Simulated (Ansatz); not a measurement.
AlFH3P, SMILES `[F][AlH][PH2]` at its PBE0-D4/def2-TZVP geometry, where that method's forces vanish. The species carries charge 0 and has multiplicity 1.

```tsv
atom	x (Å)	y (Å)	z (Å)
F1	0.680	1.372	1.609
Al2	0.792	0.165	0.487
P3	-0.763	0.163	-1.226
H4	2.003	-0.838	0.625
H5	-0.877	-1.254	-1.174
H6	-1.835	0.392	-0.321
```

(1) For each bond, give half the difference of the two atoms' forces along it (eV/Å; positive pushes the atoms apart) under PBE-D4, r2SCAN-D4, B3LYP-D4, ωB97M-V in def2-TZVPP. (Estimate.)

## Answers

(1) The calculation gave: 
```csv
bond,length (Å),PBE-D4,r2SCAN-D4,B3LYP-D4,ωB97M-V
F1–Al2,1.651,0.45,0.04,0.14,0.15
Al2–P3,2.314,-0.01,0.01,0.08,-0.01
Al2–H4,1.578,-0.03,-0.04,-0.16,-0.19
P3–H5,1.422,0.20,0.00,-0.05,-0.11
P3–H6,1.421,0.20,0.00,-0.05,-0.11
```

B3LYP here is the variant with VWN-RPA as its local correlation; programs differ in this.

Program: Ansatz 0.2.0.
